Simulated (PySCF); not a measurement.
Computed and published core binding energies of `C=P(C)(C)C`

What was measured (core binding energies): P 2p3/2 of P2 137.03 eV [1]; C 1s of C1 287.83 eV [1]; C 1s of C3 290.40 eV [1]. Sources and the comparison follow the method.

C4H11P.
Numbering: `[CH2:1]=[P:2]([CH3:3])([CH3:4])[CH3:5]`

Structure used (PBE0-D3(BJ)/def2-TZVP), in Å, numbered top down from 1:
```xyz
16
C4H11P angstrom
C      0.242    1.526    1.164
P      0.039    0.215    0.161
C      1.411   -0.461   -0.860
C     -1.228    0.540   -1.088
C     -0.480   -1.243    1.095
H      0.763    1.377    2.101
H      0.299    2.511    0.718
H      1.118   -1.326   -1.462
H      2.228   -0.745   -0.195
H      1.775    0.331   -1.519
H     -0.944    1.432   -1.650
H     -2.178    0.730   -0.591
H     -1.326   -0.297   -1.782
H     -0.574   -2.116    0.447
H      0.268   -1.453    1.862
H     -1.431   -1.035    1.585
```

Method used: delta-SCF UKS SCAN, pcX-3 on the ionised atom, pcseg-2 elsewhere, spin-free X2C (PySCF 2.14.0). Vertical ΔSCF values, vacuum level as zero.

| atom | environment | level | this calculation (eV) | reference (eV) | difference (eV) | source |
| --- | --- | --- | --- | --- | --- | --- |
| P2 | phosphorus bonded to 4 C | P 2p3/2 | 136.84 | 137.03 | -0.19 | [1] |
| C1 | carbon bonded to P and 2 H | C 1s | 287.83 | 287.83 | 0.00 | [1] |
| C3 | sp3 carbon bound to phosphorus | C 1s | 290.10 | 290.40 | -0.30 | [1] |

[1] measured, gas; Perry, Schaaf, Jolly, LBL-3517 (X-ray photoelectron spectroscopic study of charge distributions in tetracovalent compounds of nitrogen and phosphorus, 1975) Note: scanned preprint of the 1970s; energy scale about 0.17 eV below the 1984 compilation; uncertainty about 0.05 eV.

Problem. How well does this level of theory reproduce the measurements here?

Solution. Over the 3 different measured values (3 distinct lines) the mean signed difference is -0.16 eV, the mean unsigned one 0.16 eV and the largest 0.30 eV. The calculation is vertical and has no vibrational structure, and measured positions depend on the energy calibration.

Problem. What does the calculation give for the levels without a reference value here?

Solution. P2 P 1s 2150.77 eV.

Lowest listed C 1s: C1, bonded to 2 H and P (double bond). Highest, 2.27 eV above it: C3, bonded to 3 H and P.

The list is incomplete; no value stands for C 1s of C4, C5. Spin–orbit and ligand-field terms were added within each 2p shell after the spin-free SCF. 2p1/2 minus 2p3/2 (ligand field included): P 0.89 eV. Geometry: PBE0-D3(BJ)/def2-TZVP; no solvent, vibrations or thermal averaging.

The run took 2.6 min wall, 5.5 min CPU on 2 threads, Intel Xeon at 2.70 GHz (x86_64), shared host with 64 logical CPUs at a one-minute load of 63, and the process peaked at 2.2 GiB of memory.
